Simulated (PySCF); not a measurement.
**Mayer bond orders and bond lengths**

Compound: C5H8.
Numbering: `[CH2:1]=[C:2]=[CH:3][CH2:4][CH3:5]` (hydrogens: H6, H7 on C1; H8 on C3; H9, H10 on C4; H11, H12, H13 on C5)

Geometry (PBE0-D3(BJ)/def2-TZVP, Å), atoms numbered from 1 in this order:
```xyz
13
C5H8 angstrom
C      2.7019    0.1433    0.4651
C      1.5459   -0.0477   -0.0996
C      0.3870   -0.2282   -0.6625
C     -0.8617    0.5298   -0.3157
C     -1.9468   -0.3770    0.2502
H      3.4175    0.8520    0.0599
H      2.9901   -0.4023    1.3582
H      0.3015   -0.9982   -1.4286
H     -1.2371    1.0228   -1.2198
H     -0.6176    1.3203    0.3973
H     -2.8555    0.1882    0.4694
H     -1.6107   -0.8548    1.1729
H     -2.2073   -1.1683   -0.4576
```

Bond orders from the PBE0/pcSseg-2 density (PySCF). Geometry: PBE0-D3(BJ)/def2-TZVP, one conformer, isolated molecule.

Q: Where do the orders between heavy atoms depart from those drawn in the SMILES?

A: The largest departure is 0.065, at C3–C4 (drawn single, 0.935).

Q: Set the Mayer orders of the bonds beside their lengths.

A: 
```csv
bond,drawn as,length (Å),Mayer order
C1–C2,double,1.301,1.988
C2–C3,double,1.301,1.939
C3–C4,single,1.501,0.935
C4–C5,single,1.523,0.948
C1–H6,single,1.086,0.970
C1–H7,single,1.086,0.969
C3–H8,single,1.089,1.001
C4–H9,single,1.096,0.989
C4–H10,single,1.092,1.012
C5–H11,single,1.092,1.000
C5–H12,single,1.092,1.002
C5–H13,single,1.093,1.004
```

By pair of heavy elements: C–C: lowest C3–C4 (0.935, 1.501 Å), highest C1–C2 (1.988, 1.301 Å).

Q: Sum the orders of all bonds at each heavy atom with more than one neighbour and set the sums beside the valence in the SMILES.

A: C1 3.927 (drawn 4), C2 3.927 (drawn 4), C3 3.875 (drawn 4), C4 3.884 (drawn 4), C5 3.954 (drawn 4). Orders between atoms that aren't bonded are not in these sums.

Mayer orders depend on the basis set.

These values come from a run that also computed NMR shieldings. On 2 threads, AMD EPYC (x86_64), on a shared host, this took 73 s wall, 2.5 min CPU (with the writing of density and orbital grids) and 1.9 GiB of memory at its peak.
